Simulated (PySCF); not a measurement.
# How well do the runs reproduce experiment for sulfuryl chloride?

**The experiment to reproduce.**

From NIST CCCBDB Release 22 (SRD 101), experimental dipoles, for the gas: dipole moment (dielectric constant against temperature) 1.81 D.

The results are set against them at the end.

Species: sulfuryl chloride, Cl2O2S.
SMILES with atom numbers: `[O:1]=[S:2](=[O:3])([Cl:4])[Cl:5]`

Cartesian coordinates in Å at the PBE0-D3(BJ)/def2-TZVP level; atoms count from 1:
```
atom  x, y, z in Å
O1     0.8878   -0.4981   -1.1818
S2     0.1750   -0.1849    0.0004
O3     0.3862   -0.8563    1.2287
Cl4    0.3767    1.7896    0.3360
Cl5   -1.7897   -0.2854   -0.4237
```

Runs made with PySCF (gas phase, on this PBE0-D3(BJ)/def2-TZVP geometry; no spin–orbit coupling):

| level | job | basis functions |
| --- | --- | --- |
| PBE0-D3(BJ)/def2-TZVP, grid level 2 | geometry optimisation from a GFN2-xTB start shaken at random | 173 |
| B97-2/pcSseg-2 | shieldings | 201 |
| KT3/pcSseg-2 | shieldings | 201 |
| PBE0/pcSseg-2 | shieldings, charges and field gradients | 201 |
| wB97X-D/pcSseg-2 | shieldings | 201 |
| CAM-B3LYP/aug-cc-pVTZ | 10 singlets by full TDDFT, 4 Tamm–Dancoff triplets, polarisability | 242 |
| PBE0/aug-cc-pVTZ | 10 singlets by full TDDFT, 4 Tamm–Dancoff triplets, polarisability, dynamic polarisability | 242 |
| wB97X-D/aug-cc-pVTZ | 10 singlets by full TDDFT, 4 Tamm–Dancoff triplets, polarisability, ΔSCF ions | 242 |

Results beside the measurements:

**Dipole moment.** Measured: 1.81 D (NIST CCCBDB Release 22 (SRD 101), experimental dipoles).

| level | computed (D) | computed − measured (D) | % (from the printed values) |
| --- | --- | --- | --- |
| PBE0-D3(BJ)/def2-TZVP | 1.83 | +0.02 | +1 |
| B97-2/pcSseg-2 | 1.80 | -0.01 | -1 |
| KT3/pcSseg-2 | 1.60 | -0.21 | -12 |
| PBE0/pcSseg-2 | 1.84 | +0.03 | +2 |
| wB97X-D/pcSseg-2 | 1.89 | +0.08 | +4 |
| CAM-B3LYP/aug-cc-pVTZ | 1.94 | +0.13 | +7 |
| PBE0/aug-cc-pVTZ | 1.81 | 0.00 | 0 |
| wB97X-D/aug-cc-pVTZ | 1.86 | +0.05 | +3 |

Closest is PBE0/aug-cc-pVTZ (0.00 D), furthest KT3/pcSseg-2 (-0.21 D); one molecule doesn't rank methods. The computed dipoles belong to one fixed geometry; measured ones are averaged over vibrations unless marked μe. Magnitudes are compared, not signs.

The geometry is computed, not the measured one. Where a level misses, the cause wasn't examined.
